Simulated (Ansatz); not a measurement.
**HF (singlet): the correlation ladder, STO-3G**

The task here is to estimate one member of a computed series from the others.

Method: STO-3G, core rule «outside noble gas», up to 1 orbitals frozen; program: Ansatz 0.2.0, Gaussian basis.

The runs, in order: UHF; CCSD(T) on RHF; BCCD(T) on RHF; CISD; CCSDT(Q) on RHF; CISDTQ; CCSDTQ on RHF; CASSCF and MRCISD+Q, 8 electrons in 5 orbitals; CASSCF and NEVPT4(SD), 8 electrons in 5 orbitals; CASSCF and NEVPT2, 8 electrons in 5 orbitals; Full CI.

9 further runs of the same task are left out: 9 set aside as unsound or not needed.

**The geometry**

The geometry is an MP2(full)/6-31G* stationary point (not a proven minimum).

2 atoms, charge 0, spin multiplicity 1.

Atoms are counted from 1 here; the program's logs count them from 0.

Bond lengths: F1–H2 0.934 Å.

Geometry (Å):

```
atom   x (Å)   y (Å)   z (Å)
  F1  0.0000  0.0000  0.0000
  H2  0.0000  0.0000  0.9339
```

Set-up of the first run:

The input, in.yaml:

```yaml
crystal:
  periodic: [false, false, false]
  atoms:
    - {symbol: F, position_ang: [0.000000, 0.000000, 0.000000]}
    - {symbol: H, position_ang: [0.000000, 0.000000, 0.933891]}
basis:
  gaussian: {orbitals: STO-3G}
magnetization: {spin_polarized: true, initial_magnetization: 0}
hamiltonian: {xc: hf}
output: {orbitals: {seedname: orbitals}}
```

On the command line:

```console
> ansatz run in.yaml --threads 1 --pin off --events-out ev --progress --plain --max-ram 8192MiB --backend cpu
```

Steps of the session up to this table: UHF; CCSD(T) on RHF; BCCD(T) on RHF; CISD; CCSDT(Q) on RHF; CISDTQ; CCSDTQ on RHF; CASSCF and MRCISD+Q, 8 electrons in 5 orbitals; CASSCF and NEVPT4(SD), 8 electrons in 5 orbitals; CASSCF and NEVPT2, 8 electrons in 5 orbitals; Full CI.

One of the session's tables, all rows but one given; the rest of the session is left out.

| method | from FCI (kJ/mol) |
| --- | --- |
| RHF | ? |
| RMP2 | +23.8 |
| CISD | 0.0 |
| RCCSD | 0.0 |
| RCCSD(T) | 0.0 |
| BCCD(T) | 0.0 |
| RCCSDT | 0.0 |
| CISDTQ | 0.0 |
| RCCSDT(Q) | 0.0 |
| RCCSDTQ | 0.0 |
| CASSCF valence | 0.0 |
| NEVPT2 valence | 0.0 |
| NEVPT4(SD) valence | 0.0 |
| MRCISD valence | 0.0 |
| MRCISD+Q valence | 0.0 |
| FCI | 0 |

Estimate the missing values for RHF.

As computed: from FCI (kJ/mol): +71.2. In the column «from FCI (kJ/mol)» it is the highest.
